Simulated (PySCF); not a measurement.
Species: C2H3P.
SMILES with atom numbers: `[CH3:1][C:2]#[P:3]` (hydrogens: H4, H5, H6 on C1)

Level: CAM-B3LYP/def2-SVPD in PySCF, non-relativistic, on one gas-phase PBE0-D3(BJ)/def2-SVP geometry that isn't relaxed in the solvent. The solvent is an IEF-PCM continuum (Bondi radii, 1.10 Å for H, scaled by 1.2), and excitations are vertical TDDFT with non-equilibrium linear response and a frozen core. Only the electrostatic response of the medium enters.

Gas-phase singlets (H = HOMO, L = LUMO):

```json
{"state": "S1", "E (eV)": "4.301", "λ (nm)": "288", "f": "0.000", "leading configurations": "H-1→L 47%, H→L+1 47%"}
{"state": "S2", "E (eV)": "4.658", "λ (nm)": "266", "f": "0.000", "leading configurations": "H→L 46%, H-1→L+1 46%"}
{"state": "S3", "E (eV)": "4.658", "λ (nm)": "266", "f": "0.000", "leading configurations": "H→L+1 46%, H-1→L 46%"}
{"state": "S4", "E (eV)": "6.959", "λ (nm)": "178", "f": "0.023", "leading configurations": "H-1→L+2 64%, H→L+2 28%"}
{"state": "S5", "E (eV)": "6.959", "λ (nm)": "178", "f": "0.023", "leading configurations": "H→L+2 64%, H-1→L+2 28%"}
```

**Question.** What are the lowest 5 singlets in chloroform (ε = 4.711)?

**Answer.** 
```csv
state,E (eV),λ (nm),f,leading configurations,change by rank (eV)
S1,4.331,286,0.000,"H→L+1 42%, H-1→L 42%",+0.030
S2,4.656,266,0.000,"H-1→L 34%, H→L+1 34%, H→L 15%",-0.002
S3,4.656,266,0.000,"H→L 34%, H-1→L+1 34%, H-1→L 15%",-0.002
S4,7.015,177,0.047,"H→L+2 64%, H-1→L+2 30%",+0.056
S5,7.015,177,0.047,"H-1→L+2 64%, H→L+2 30%",+0.056
```

**Question.** How do the frontier levels move from gas to chloroform?

**Answer.** 
| orbital | gas (eV) | solvent (eV) | change (eV) | Löwdin shares, gas | Löwdin shares, solvent |
| --- | --- | --- | --- | --- | --- |
| LUMO+2 | 1.30 | 1.43 | +0.13 | C1 36 %, C2 22 %, P3 12 %, H6 10 % | C1 32 %, C2 27 %, P3 17 %, H6 8 % |
| LUMO+1 | 0.26 | 0.24 | -0.02 | P3 53 %, C2 34 %, C1 6 %, H4 4 % | P3 53 %, C2 34 %, C1 6 % |
| LUMO | 0.26 | 0.24 | -0.02 | P3 53 %, C2 34 %, C1 6 % | P3 53 %, C2 34 %, C1 6 % |
| HOMO | -8.68 | -8.73 | -0.05 | C2 45 %, P3 42 %, C1 9 % | C2 44 %, P3 42 %, C1 9 % |
| HOMO-1 | -8.68 | -8.73 | -0.05 | C2 45 %, P3 42 %, C1 9 % | C2 44 %, P3 42 %, C1 9 % |
| HOMO-2 | -11.12 | -11.15 | -0.03 | P3 72 %, C2 20 %, C1 6 % | P3 72 %, C2 20 %, C1 6 % |
| HOMO-3 | -13.75 | -13.55 | +0.20 | C1 47 %, H6 22 %, C2 12 %, H4 11 % | C1 46 %, H6 22 %, C2 13 %, H4 11 % |

The HOMO–LUMO gap goes from 8.94 to 8.96 eV. Shares within a degenerate set are those of one arbitrary member.

Hardware: one thread, Arm Neoverse V2 (aarch64), no GPU, shared host with 96 logical CPUs at a one-minute load of 54. Cost: 2.5 s of wall time, 0.41 GiB resident at most. This is the whole response run at CAM-B3LYP/def2-SVPD in chloroform, SCF included.
